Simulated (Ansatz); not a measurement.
Coupled-cluster diagnostics for Si(SMe)H3 (CH6SSi), Ansatz.

Geometry of the singlet (PBE-D4/def2-TZVP):

Cartesian coordinates in Å:
```
Si -1.0858 -0.9115 -0.4653
S 0.9814 -0.4586 -0.7730
C 1.1602 0.9058 0.4365
H 0.5037 1.7469 0.1801
H 2.2041 1.2377 0.3812
H 0.9495 0.5614 1.4568
H -1.3449 -1.3899 0.9306
H -1.4258 -1.9862 -1.4437
H -1.9424 0.2942 -0.7033
```

Correlated methods freeze 11 core orbitals.

(1) Estimate the CCSD(T) correlation energy, the shares of MP2 and (T), T1 and the reference's ⟨S²⟩ for: charge 0, singlet, own geometry in def2-TZVPP; charge 0, singlet, own geometry in def2-TZVPD; and the rough time on 4 threads of Arm Neoverse N1 on a shared host.

Answers

(1) 
```
                          state       basis  correlation (eV)  MP2 share (%)  (T) share (%)     T1  ⟨S²⟩ (pure)  wall time
charge 0, singlet, own geometry  def2-TZVPP           -15.205           87.1            3.9  0.010  0.00 (0.00)       36 s
charge 0, singlet, own geometry  def2-TZVPD           -14.820           86.2            3.9  0.011  0.00 (0.00)       27 s
```
Customary marks for T1 are 0.02 (closed shells), 0.045 (open shells) and about 0.05 (3d metals). T1 stays under 0.02 throughout.
